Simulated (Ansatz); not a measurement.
Born–Oppenheimer molecular dynamics of H4LiNSi (7 atoms, charge 0, multiplicity 1). It goes on from the last frame of an earlier run, with new velocities.

The calculation used Ansatz, RHF/def2-mTZVP.

```json
{
 "ensemble": "NVE (velocity Verlet)",
 "time step": "0.5 fs",
 "steps asked": "150",
 "starting velocities drawn for": "200 K",
 "seed": "153916"
}
```

First frame:

```xyz
7
Properties=species:S:1:pos:R:3
Li -1.919 0.536 0.951
Si -0.426 0.346 -0.902
N 0.036 -0.426 0.722
H -0.391 -0.770 -1.831
H 0.734 1.178 -1.250
H 0.928 -0.156 1.151
H 0.076 -1.418 0.526
```

Question: How far do the bonds stretch over the last three quarters of this one trajectory? (Pairs bonded in most of those frames.)

Answer: 
```json
{"bond": "Li1–Si2", "mean (Å)": "2.455", "spread (Å)": "0.080", "shortest": "2.34", "longest": "2.56"}
{"bond": "Li1–N3", "mean (Å)": "1.926", "spread (Å)": "0.093", "shortest": "1.78", "longest": "2.04"}
{"bond": "Si2–N3", "mean (Å)": "1.912", "spread (Å)": "0.050", "shortest": "1.83", "longest": "1.98"}
{"bond": "Si2–H4", "mean (Å)": "1.507", "spread (Å)": "0.041", "shortest": "1.44", "longest": "1.56"}
{"bond": "Si2–H5", "mean (Å)": "1.509", "spread (Å)": "0.031", "shortest": "1.46", "longest": "1.56"}
{"bond": "N3–H6", "mean (Å)": "1.004", "spread (Å)": "0.013", "shortest": "0.98", "longest": "1.03"}
{"bond": "N3–H7", "mean (Å)": "1.007", "spread (Å)": "0.016", "shortest": "0.98", "longest": "1.03"}
```

Mean temperature of the second half: 272 K. The conserved energy stayed within 0.068 meV per atom of its start (net change -0.06 meV per atom), so the integration is sound. The system heated up, since it started high on the potential surface and ran downhill. A run of 0.075 ps of so small a system gives no equilibrium averages.

Run time: 81 s on 1 thread of Arm Neoverse V1, with other jobs on the host, peak memory 0.22 GiB.
